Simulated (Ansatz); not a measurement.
# C₄H₇FO: up Jacob's ladder to CCSD(T)

One table from this session's results is given with a row withheld; the runs are named, their logs left out.

Program: Ansatz 0.2.0, Gaussian basis. Level of theory: functionals in def2-TZVPP, the program's frozen cores in correlated methods. These are calculated values, not measurements.

The runs, in order: PBE-D4, r2SCAN-D4, PBE0-D4, B3LYP-D4, ωB97X-V, ωB97M-V, B2PLYP; CCSD(T)/def2-TZVPP; MP2/def2-QZVPP; extrapolation to the limit.

## The relaxed structure

An earlier PBE0-D4 in a triple-zeta def2 set relaxation fixed the geometry.

SMILES `CO/C(C)=C\F`, 13 atoms, charge 0, spin multiplicity 1.

Atoms are counted from 1 here; the program's logs count them from 0.

Bond lengths: C1–O2 1.416 Å, C1–H7 1.089 Å, C1–H8 1.092 Å, C1–H9 1.092 Å, O2–C3 1.348 Å, C3–C4 1.490 Å, C3–C5 1.333 Å, C4–H10 1.089 Å, C4–H11 1.093 Å, C4–H12 1.093 Å, C5–F6 1.349 Å, C5–H13 1.080 Å. Angles: O2–C1–H7 105.7°, O2–C1–H8 111.4°, O2–C1–H9 111.4°, H7–C1–H8 109.5°, H7–C1–H9 109.5°, H8–C1–H9 109.3°, C1–O2–C3 119.9°, O2–C3–C4 111.0°, O2–C3–C5 129.1°, C4–C3–C5 119.9°, C3–C4–H10 111.3°, C3–C4–H11 110.1°, C3–C4–H12 110.1°, H10–C4–H11 108.8°, H10–C4–H12 108.8°, H11–C4–H12 107.6°, C3–C5–F6 125.2°, C3–C5–H13 121.9° and more.

The first run:

Contents of in.yaml:

```yaml
crystal:
  periodic: [false, false, false]
  atoms:
    - {symbol: C, position_ang: [-0.982214, -0.988999, 1.387490]}
    - {symbol: O, position_ang: [0.045175, -0.958498, 0.414045]}
    - {symbol: C, position_ang: [0.250451, 0.158926, -0.311385]}
    - {symbol: C, position_ang: [1.386278, -0.020162, -1.258437]}
    - {symbol: C, position_ang: [-0.406646, 1.317873, -0.273717]}
    - {symbol: F, position_ang: [-1.448573, 1.593967, 0.536733]}
    - {symbol: H, position_ang: [-0.935895, -1.981802, 1.832853]}
    - {symbol: H, position_ang: [-1.964398, -0.836946, 0.935108]}
    - {symbol: H, position_ang: [-0.820586, -0.234108, 2.159941]}
    - {symbol: H, position_ang: [1.554957, 0.879514, -1.848983]}
    - {symbol: H, position_ang: [1.182543, -0.853340, -1.936061]}
    - {symbol: H, position_ang: [2.300524, -0.257536, -0.708306]}
    - {symbol: H, position_ang: [-0.141217, 2.146512, -0.914281]}
basis:
  gaussian: {orbitals: def2-TZVPP}
hamiltonian: {xc: pbe, dispersion: d4}
output: {forces: true, orbitals: {seedname: orbitals}}
```

On the command line:

```console
> ansatz run in.yaml --threads 4 --pin off --events-out ev --progress --plain --max-ram 10444MiB
```

Steps of the session up to this table: PBE-D4 (GGA); r2SCAN-D4 (meta-GGA); PBE0-D4 (hybrid); B3LYP-D4 (hybrid); ωB97X-V (range-separated); ωB97M-V (range-separated); B2PLYP (double hybrid); CCSD(T) in def2-TZVPP; MP2 in def2-QZVPP.

One of the session's tables, all rows but one given; the rest of the session is left out.

| method | atomisation energy (kJ/mol) |
| --- | --- |
| PBE-D4 | ? |
| r2SCAN-D4 | 5272.6 |
| PBE0-D4 | 5288.5 |
| B3LYP-D4 | 5253.8 |
| ωB97X-V | 5255.6 |
| ωB97M-V | 5264.9 |
| B2PLYP | 5201.7 |
| HF/def2-TZVPP | 3789.6 |
| MP2/def2-TZVPP | 5221.9 |
| CCSD/def2-TZVPP | 5032.0 |
| CCSD(T)/def2-TZVPP | 5116.6 |
| MP2/CBS | 5348.9 |
| CCSD(T)/CBS | 5243.6 |

**Question.** Estimate the row for PBE-D4.

**Answer.** atomisation energy (kJ/mol): 5411.5. In the column «atomisation energy (kJ/mol)» it is the highest.
